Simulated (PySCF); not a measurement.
Compound: C2H9P2 (charge +1).
Bonds: C1–P2, P2–C3, C3–P4. Hydrogens: H5, H6, H7 on C1; H8, H9 on P2; H10, H11 on C3; H12, H13 on P4.

The same species was optimised twice, with GFN2-xTB and with PBE0-D3(BJ)/def2-SVP (PySCF), and the same property calculations (PySCF, gas phase) were run on both structures.

| coordinate | GFN2-xTB | PBE0-D3(BJ)/def2-SVP | change |
| --- | --- | --- | --- |
| P2–H9 (Å) | 1.374 | 1.411 | +0.037 |
| P2–H8 (Å) | 1.376 | 1.411 | +0.035 |
| P4–H13 (Å) | 1.391 | 1.423 | +0.032 |
| P4–H12 (Å) | 1.397 | 1.426 | +0.029 |
| C3–P4 (Å) | 1.918 | 1.897 | -0.021 |
| C1–H6 (Å) | 1.091 | 1.100 | +0.009 |
| C3–H11 (Å) | 1.093 | 1.102 | +0.009 |
| C3–H10 (Å) | 1.096 | 1.104 | +0.008 |
| C1–H7 (Å) | 1.092 | 1.100 | +0.008 |
| C1–H5 (Å) | 1.092 | 1.100 | +0.008 |
| P2–C3 (Å) | 1.803 | 1.797 | -0.006 |
| C1–P2 (Å) | 1.801 | 1.796 | -0.005 |
| P2–C3–P4 (°) | 106.3 | 111.1 | +4.8 |
| P2–C3–H11 (°) | 110.6 | 108.6 | -2.0 |
| P2–C3–H10 (°) | 108.1 | 106.2 | -1.9 |
| C3–P4–H12 (°) | 93.9 | 95.7 | +1.8 |
| P4–C3–H10 (°) | 109.5 | 108.2 | -1.3 |
| H12–P4–H13 (°) | 93.1 | 94.4 | +1.3 |
| P4–C3–H11 (°) | 113.6 | 114.5 | +0.9 |
| H5–C1–H7 (°) | 109.0 | 109.6 | +0.6 |
| C1–P2–C3–P4 (°) | -179 | -177 | +2 |

Rotational constants: A = 15519, B = 1767, C = 1665 MHz (GFN2-xTB) against A = 15669, B = 1726, C = 1633 MHz (PBE0-D3(BJ)/def2-SVP).

On the GFN2-xTB structure: lowest singlet, TDDFT (eV) 5.94 [B3LYP/def2-SVPD]; isotropic polarisability (au) 69.4 [B3LYP/def2-SVPD]; HOMO (eV) -11.81 [B3LYP/def2-SVPD]; LUMO (eV) -4.99 [B3LYP/def2-SVPD]; HOMO (eV) -12.05 [PBE0/pcSseg-1]; LUMO (eV) -4.71 [PBE0/pcSseg-1]; GIAO shielding of C1 (ppm) 182.6 [PBE0/pcSseg-1]; GIAO shielding of P2 (ppm) 365.9 [PBE0/pcSseg-1]; GIAO shielding of C3 (ppm) 181.1 [PBE0/pcSseg-1]; GIAO shielding of P4 (ppm) 497.4 [PBE0/pcSseg-1]; C1s of C1 (eV) 296.34 [delta-SCF UKS SCAN, pcX-2 on the ionised atom, pcseg-1 elsewhere, spin-free X2C]; P1s of P2 (eV) 2157.58 [delta-SCF UKS SCAN, pcX-2 on the ionised atom, pcseg-1 elsewhere, spin-free X2C]; P2p of P2 (eV) 144.25 [delta-SCF UKS SCAN, pcX-2 on the ionised atom, pcseg-1 elsewhere, spin-free X2C]; C1s of C3 (eV) 296.13 [delta-SCF UKS SCAN, pcX-2 on the ionised atom, pcseg-1 elsewhere, spin-free X2C]; P1s of P4 (eV) 2154.77 [delta-SCF UKS SCAN, pcX-2 on the ionised atom, pcseg-1 elsewhere, spin-free X2C]; P2p of P4 (eV) 141.49 [delta-SCF UKS SCAN, pcX-2 on the ionised atom, pcseg-1 elsewhere, spin-free X2C].

Task: What do these properties become on the PBE0-D3(BJ)/def2-SVP structure?

Result: 
| property | level | on GFN2-xTB | on PBE0-D3(BJ)/def2-SVP | change |
| --- | --- | --- | --- | --- |
| lowest singlet, TDDFT (eV) | B3LYP/def2-SVPD | 5.94 | 5.78 | -0.16 |
| isotropic polarisability (au) | B3LYP/def2-SVPD | 69.4 | 70.6 | +1.2 |
| HOMO (eV) | B3LYP/def2-SVPD | -11.81 | -11.65 | +0.16 |
| LUMO (eV) | B3LYP/def2-SVPD | -4.99 | -5.02 | -0.03 |
| energy, GFN2-xTB geometry as zero (kcal/mol) | B3LYP/def2-SVPD | 0.0 | -1.7 | -1.7 |
| HOMO (eV) | PBE0/pcSseg-1 | -12.05 | -11.89 | +0.16 |
| LUMO (eV) | PBE0/pcSseg-1 | -4.71 | -4.73 | -0.02 |
| energy, GFN2-xTB geometry as zero (kcal/mol) | PBE0/pcSseg-1 | 0.0 | -1.7 | -1.7 |
| GIAO shielding of C1 (ppm) | PBE0/pcSseg-1 | 182.6 | 181.5 | -1.1 |
| GIAO shielding of P2 (ppm) | PBE0/pcSseg-1 | 365.9 | 357.6 | -8.3 |
| GIAO shielding of C3 (ppm) | PBE0/pcSseg-1 | 181.1 | 179.8 | -1.3 |
| GIAO shielding of P4 (ppm) | PBE0/pcSseg-1 | 497.4 | 484.1 | -13.3 |
| C1s of C1 (eV) | delta-SCF UKS SCAN, pcX-2 on the ionised atom, pcseg-1 elsewhere, spin-free X2C | 296.34 | 296.44 | +0.10 |
| P1s of P2 (eV) | delta-SCF UKS SCAN, pcX-2 on the ionised atom, pcseg-1 elsewhere, spin-free X2C | 2157.58 | 2157.61 | +0.03 |
| P2p of P2 (eV) | delta-SCF UKS SCAN, pcX-2 on the ionised atom, pcseg-1 elsewhere, spin-free X2C | 144.25 | 144.25 | 0.00 |
| C1s of C3 (eV) | delta-SCF UKS SCAN, pcX-2 on the ionised atom, pcseg-1 elsewhere, spin-free X2C | 296.13 | 296.16 | +0.03 |
| P1s of P4 (eV) | delta-SCF UKS SCAN, pcX-2 on the ionised atom, pcseg-1 elsewhere, spin-free X2C | 2154.77 | 2154.78 | +0.01 |
| P2p of P4 (eV) | delta-SCF UKS SCAN, pcX-2 on the ionised atom, pcseg-1 elsewhere, spin-free X2C | 141.49 | 141.49 | 0.00 |

The heavy atoms differ by 0.048 Å rms after alignment. Among all bonds P2–H9 changes most (+0.037 Å). Changes are differences of the printed values. Neither structure is proved a minimum here. One conformer (not necessarily the lowest) at the PBE0-D3(BJ)/def2-SVP geometry, without solvent, vibrations or thermal averaging.

Shape of the structure used: `[CH3:1][PH2+:2][CH2:3][PH2:4]`: C1–P2–C3–P4 -177°, H–P4–C3–P2 -91°, H–P4–C3–P2 175°.
